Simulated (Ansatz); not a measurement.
**CH3AlS: vertical ionisation energy**

Aim: the vertical ionisation energy of CH3AlS, as cation minus neutral at the neutral's geometry, on several levels, and how well −ε(HOMO) stands in for it.

Method: unrestricted cation, the program's frozen cores in correlated methods; program: Ansatz 0.2.0, Gaussian basis.

Plan: UKS PBE-D4/def2-TZVPP; UKS r2SCAN-D4/def2-TZVPP; UKS PBE0-D4/def2-TZVPP; UKS B3LYP-D4/def2-TZVPP; UKS wB97X-V/def2-TZVPP; UKS wB97M-V/def2-TZVPP; UKS B2PLYP/def2-TZVPP; UHF-CCSD(T)/def2-TZVPP; UHF-MP2/def2-QZVPP; extrapolation to the limit; then −ε(HOMO) from the neutral's earlier runs with LDA (SPW92), PBE-D4, revPBE-D4, BLYP-D4, r2SCAN-D4, B97M-V, PBE0-D4, B3LYP-D4, r2SCANh-D4, r2SCAN0-D4, HSE06-D4, BHLYP-D4, CAM-B3LYP-D4, LC-ωPBE, ωB97X-V, ωB97M-V.

1 further run of the same task is left out (it didn't finish).

## 1. Structure used throughout

An earlier PBE0-D4 in a triple-zeta def2 set relaxation fixed the geometry.

6 atoms, charge 0, spin multiplicity 1.

Atoms are counted from 1 here; the program's logs count them from 0.

Bond lengths: Al1–C2 1.959 Å, Al1–S3 2.399 Å, Al1–H4 1.581 Å, Al1–H5 1.581 Å, C2–S3 1.635 Å, C2–H6 1.089 Å. Angles: C2–Al1–S3 42.6°, C2–Al1–H4 116.9°, C2–Al1–H5 116.9°, S3–Al1–H4 112.8°, S3–Al1–H5 112.9°, H4–Al1–H5 125.2°, Al1–C2–S3 83.2°, Al1–C2–H6 156.6°, S3–C2–H6 120.2°, Al1–S3–C2 54.2°.

As a file:

```
Al   -0.63724    0.03354   -0.61829
C     0.95988   -0.23186    0.48423
S     0.08110    0.56882    1.60709
H    -1.68604   -1.14925   -0.65691
H    -0.64258    1.28847   -1.58037
H     1.96698   -0.57372    0.71794
```

## 2. Cation, UKS PBE-D4/def2-TZVPP

Contents of in.yaml:

```yaml
crystal:
  periodic: [false, false, false]
  atoms:
    - {symbol: Al, position_ang: [-0.637239, 0.033540, -0.618292]}
    - {symbol: C, position_ang: [0.959882, -0.231858, 0.484234]}
    - {symbol: S, position_ang: [0.081101, 0.568818, 1.607092]}
    - {symbol: H, position_ang: [-1.686044, -1.149249, -0.656911]}
    - {symbol: H, position_ang: [-0.642577, 1.288467, -1.580365]}
    - {symbol: H, position_ang: [1.966977, -0.573718, 0.717941]}
basis:
  gaussian: {orbitals: def2-TZVPP}
total_charge: 1
magnetization: {spin_polarized: true, initial_magnetization: 1}
hamiltonian: {xc: pbe, dispersion: d4}
```

On the command line:

```console
$ ansatz run in.yaml --threads 2 --pin off --events-out ev --progress --plain --max-ram 4352MiB
```

Further steps of the session: Cation, UKS r2SCAN-D4/def2-TZVPP; Cation, UKS PBE0-D4/def2-TZVPP; Cation, UKS B3LYP-D4/def2-TZVPP; Cation, UKS wB97X-V/def2-TZVPP; Cation, UKS wB97M-V/def2-TZVPP; Cation, UKS B2PLYP (frozen core)/def2-TZVPP; Cation, UHF-CCSD(T)/def2-TZVPP; Cation, UHF-MP2/def2-QZVPP.

Before running them: what should the planned runs give, taken together? Wanted: ionisation energy, CCSD(T)/CBS; nearest functional by difference; nearest −ε(HOMO); −ε(HOMO) of PBE; T1 of the cation.

**Answer**, as computed:

| quantity | value |
| --- | --- |
| ionisation energy, CCSD(T)/CBS | 9.67 eV |
| nearest functional by difference | ωB97X-V (-0.05 eV) |
| nearest −ε(HOMO) | ωB97X-V (-0.07 eV) |
| −ε(HOMO) of PBE | 6.13 eV |
| T1 of the cation | 0.044 |

In words: By cation minus neutral, the functionals miss by 0.31 eV at most. −ε(HOMO) of PBE misses by 3.5 eV, since self-interaction lifts the level. Among orbital estimates ωB97X-V comes nearest. Hartree-Fock falls 0.94 eV short, as the neutral has more correlation energy than the cation. The cation's T1 (from the report) is 0.044, near the customary mark of 0.045 for open shells, so the coupled-cluster value is less safe. The cation may have settled in a state other than its lowest; no search over hole states beyond the program's own was made.
